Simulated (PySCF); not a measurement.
Species: C3H6N (doublet state).
Z-matrix (Å and degrees, PBE0-D3(BJ)/def2-SVP geometry), rows numbered from 1:
```
C 
C   1  1.4879
C   2  1.5165  1  111.76
N   3  1.2655  2  127.86  1  -118.42
H   1  1.0926  2  121.04  3   -86.82
H   1  1.0927  2  120.16  3    81.55
H   2  1.1039  1  111.16  3  -121.19
H   2  1.1048  1  110.20  3   119.80
H   3  1.1050  2  114.73  1    60.47
H   4  1.0278  3  110.20  2    -0.69
```

Level of theory: PBE0-D3(BJ)/def2-SVP geometry optimisation, gas phase in PySCF 2.14.0.

Take the most abundant isotopes and a rigid rotor. The values belong to one conformer with, in the numbering `[H]/[N:4]=[CH:3]\[CH2:2][CH2:1]`, H–C1–C2–C3 -87° and 82°, C1–C2–C3–N4 -118°.

Task: What are A, B and C (cm⁻¹)?

Result: Ia = 20.61, Ib = 112.17, Ic = 114.21 u·Å²; 505379 MHz·u·Å²/I gives 24526, 4505 and 4425 MHz, that is A = 0.81811, B = 0.15028, C = 0.14761 cm⁻¹.

Task: What kind of rotor is it?

Result: A near-prolate asymmetric top. Ray's parameter κ = (2B − A − C)/(A − C) = -0.992; −1 is the prolate and +1 the oblate limit.

Task: Is it planar, by Δ = Ic − Ia − Ib?

Result: Not planar: Δ = Ic − Ia − Ib = -18.57 u·Å². For a rigid frame Δ = −2 Σ m c², so Σ m c² = 9.29 u·Å² lies off the ab plane: 6.19 from hydrogen and 3.10 from heavier atoms. The atom farthest from that plane is 1.34 Å away.

Task: Give the other two planar moments, Paa and Pbb, and the rms extents of the mass along the axes.

Result: Paa = Σ m a² = (Ib + Ic − Ia)/2 = 102.89 and Pbb = Σ m b² = (Ia + Ic − Ib)/2 = 11.32 u·Å². With the mass M = 56.05 u, the rms extents √(P/M) along a, b and c are 1.35, 0.45, 0.41 Å.

Task: Which types of transition are allowed, and where do some lines up to J = 3 fall?

Result: The dipole components are |μa| = 1.94 D, |μb| = 0.92 D, |μc| = 0.19 D. The squared components, which scale the intensities, stand as 1.00 : 0.23 : 0.01 (a : b : c). Some lines, for components of 0.1 D or more:

```csv
type,branch,"J(Ka,Kc)",MHz,lower level (cm⁻¹)
a,Q,"3(1,2) ← 3(1,3)",482,2.448
b,Q,"2(1,1) ← 2(0,2)",20182,0.894
b,Q,"3(1,2) ← 3(0,3)",20303,1.787
b,R,"1(1,1) ← 0(0,0)",28952,0.000
c,R,"2(1,1) ← 1(0,1)",38043,0.298
b,Q,"2(2,0) ← 2(1,1)",60063,1.567
c,R,"2(2,0) ← 1(1,0)",78005,0.968
c,R,"2(2,1) ← 1(1,1)",78085,0.966
b,R,"2(2,0) ← 1(1,1)",78085,0.966
b,Q,"3(3,0) ← 3(2,1)",100305,4.464
b,R,"3(3,0) ← 2(2,1)",127097,3.570
```

For this open shell read J as N, the rotation without spin; fine and hyperfine splittings come on top. No PBE0-D3(BJ)/def2-SVP frequencies stand behind this structure, so it isn't proved a minimum. ⟨S²⟩ = 0.755 (exact for a doublet: 0.75). No vibrational averaging or centrifugal distortion is included, and the geometry carries the error of its method. Quadrupole hyperfine structure (14N) is left out.

The run took 43 s of wall time on an x86-64 server with one thread, no GPU, shared host. This is the geometry optimisation.
